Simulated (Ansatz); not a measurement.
**CO2, singlet in cc-pVQZ: errors against RCCSDT(Q)**

Geometry: MP2(full)/6-31G*, from the G2/97 set.

```yaml
atoms:
  - { symbol: C, position_ang: [0.0000, 0.0000, 0.0000] }
  - { symbol: O, position_ang: [0.0000, 0.0000, -1.1787] }
  - { symbol: O, position_ang: [0.0000, 0.0000, 1.1787] }
```

Basis cc-pVQZ; Ansatz 0.2.0. Only valence electrons are correlated (noble-gas cores frozen), which leaves 16 electrons in 162 orbitals. R marks a restricted (for open shells ROHF) determinant. Active spaces: valence = (16e, 12o) chosen from the atoms' valence shells.

Full CI isn't at hand for all of this; RCCSDT(Q) serves as the reference, and is uncertain by about the last step of the cluster series.

```
UHF ⟨S²⟩                          : 0.000
T1 diagnostic (RCCSD)             : 0.0186
largest doubles amplitude (RCCSD) : 0.060
```

| level | E − E(RCCSDT(Q)) (kJ/mol) | share of correlation (%) | wall time |
| --- | --- | --- | --- |
| RHF | 1757.6 | 0.00 | – |
| RMP2 | 47.3 | 97.31 | – |
| RCCSD | 89.8 | 94.89 | – |
| RCCSD(T) | 4.9 | 99.72 | 7.5 s (H100) |
| BCCD(T) | 3.8 | 99.79 | 5.5 s (H100) |
| RCCSDT | 6.1 | 99.65 | – |
| CASSCF (valence space) | 1282.1 | 27.06 | – |
| NEVPT2 (valence space) | 171.4 | 90.25 | 18 s (H100) |

The correlation energy at RCCSDT(Q), counted from RHF, is -18.217 eV. That run took 51 s on 5 threads of AMD EPYC 7R13 with a whole H100 80 GB, shared host.

Times hold each run's SCF and search for its determinant on a shared host, so for small cases they say little of a method's own cost.

Natural occupations of CASSCF (valence space) about the gap: 1.978 1.978 1.972 1.960 1.960 0.062 0.062 0.035 0.015; effectively unpaired electrons, Σ n²(2−n)², 0.05.

Atomization energy (electronic, same basis, no zero-point term; atoms at the same level, unrestricted beside the R rows where the molecule is a closed shell, with restricted open-shell steps beyond CCSDT(Q)) at RCCSDT(Q): 1602.9 kJ/mol. Errors of other levels:

```
                 level  error (kJ/mol)
                   RHF          -583.9
                  RMP2           109.8
                 RCCSD           -60.9
              RCCSD(T)            -1.5
               BCCD(T)             0.4
                RCCSDT            -5.6
CASSCF (valence space)          -111.7
NEVPT2 (valence space)            26.3
```

This basis is far from its limit, so the value isn't to be set against a measured one.
